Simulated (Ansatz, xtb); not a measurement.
# Worked example: C2H6S + BH(SH)2 → CH4S2 + BH(CH3)(SH)

Species: C2H6S (dimethyl sulfide) `CSC`, singlet; BH(SH)2, singlet; CH4S2 (methyl hydrodisulfide) `CSS`, singlet; BH(CH3)(SH), singlet. The partners trade CH3 for SH: S–CH3 and B–SH bonds give way to S–SH and B–CH3.

Shapes, held fixed at every level: PBE0-D4/def2-TZVP. Flexible molecules stand in one conformer, not always the lowest. Programs: Ansatz 0.2.0, xtb 6.7.1, xtb 6.7.1 later snapshot. The zero-point and thermal change to 298 K, harmonic and unscaled (PBE0-D4/def2-TZVP), is -2.4 kJ/mol.

At CCSD(T)/CBS estimate; 1 Eh = 2625.50 kJ/mol:

| species | energy (Eh) |
| --- | --- |
| C2H6S | -477.488212 |
| BH(SH)2 | -822.200004 |
| CH4S2 | -836.007940 |
| BH(CH3)(SH) | -463.660898 |

**Question.** Work out ΔH(298 K) of the reaction at this level.

**Answer.** 
1. Products less reactants: (-836.007940) + (-463.660898) − [(-477.488212) + (-822.200004)] = 0.019378 Eh = +50.9 kJ/mol.
2. With the thermal change: +50.9 + (-2.4) = +48.5 kJ/mol.

Other levels give +43.5 (B3LYP-D4/def2-TZVPP) to +59.7 kJ/mol (HF/def2-SVP). No measured value is set beside it here. The CBS estimate extrapolates MP2 from def2-TZVPP and def2-QZVPP and adds CCSD(T) − MP2 in the triple-zeta set, cores frozen.
